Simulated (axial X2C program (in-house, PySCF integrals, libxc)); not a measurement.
## AlP⁺: cheaper levels and CCSD(T), two-component

Calculated with an in-house all-electron X2C program for linear molecules (integrals from PySCF). Two-component (2c) means X2C with spin–orbit coupling and atomic mean-field two-electron Coulomb and Gaunt terms. Basis: P dyall-v3z [8s7p2d1f], Al dyall-v3z [8s8p2d1f] (cores contracted in-house); Gaussian nuclei, density fitting, unrestricted open shells. Masses: P 30.974 u, Al 26.982 u.

State: Ω = 3/2 (⟨Sz⟩ = 1.50, ⟨Lz⟩ = 0.00 at HF); fragments P + Al+.

```csv
level,Re (Å),ωe (cm⁻¹),De (eV)
PBE0,2.477,258.7,0.806
HF,2.927,105.6,0.219
MP2,2.613,161.7,0.426
CCSD,2.638,166.7,0.416
BHandHLYP,2.543,207.0,0.566
```

Correlated methods: 7 electrons correlated (number of frozen shells: P 2 s, 1 p; Al 2 s, 1 p), 141 virtual spin orbitals or spinors in MP2, 90 natural virtuals in coupled cluster.

CCSD(T), same Hamiltonian and basis:

Re = 2.582 Å, ωe = 192.0 cm⁻¹, De = 0.49 eV; T1 = 0.022 (Lee–Taylor normalisation).

(1) Give the differences from CCSD(T) in the columns below.

Occupations by symmetry block were frozen at the best pattern of an incomplete PBE0 search. Dissociation energies refer to the lowest single-determinant-based atoms at the same level and basis. Density functionals use the spin component along the axis (collinear). Coupled cluster ran in a truncated set of natural virtual spinors; the MP2 energy of the rest was added. (T) has no such correction and the atoms are truncated less, which lowers De at CCSD(T) by a hundredth of an eV or more. PBE0 can misorder states that lie within some tenths of an eV, so this need not be the ground state of the molecule. The nearest other 2c determinant of the search, Ω = 1/2, lies 0.34 eV up at the distance of the search. With several unpaired electrons one determinant need not be a pure state. This is the top spin component of a Σ state; components of lower Ω are not single determinants and can lie lower. The levels of this run spread widely (ωe from 162 to 259 cm⁻¹), so these constants depend on the method.

## Answers

(1) 

```json
{"level": "PBE0", "ΔRe (Å)": "-0.105", "Δωe (cm⁻¹)": "66.7", "ΔDe (eV)": "0.32"}
{"level": "HF", "ΔRe (Å)": "0.345", "Δωe (cm⁻¹)": "-86.4", "ΔDe (eV)": "-0.27"}
{"level": "MP2", "ΔRe (Å)": "0.031", "Δωe (cm⁻¹)": "-30.3", "ΔDe (eV)": "-0.06"}
{"level": "CCSD", "ΔRe (Å)": "0.056", "Δωe (cm⁻¹)": "-25.3", "ΔDe (eV)": "-0.07"}
{"level": "BHandHLYP", "ΔRe (Å)": "-0.039", "Δωe (cm⁻¹)": "15.0", "ΔDe (eV)": "0.08"}
```
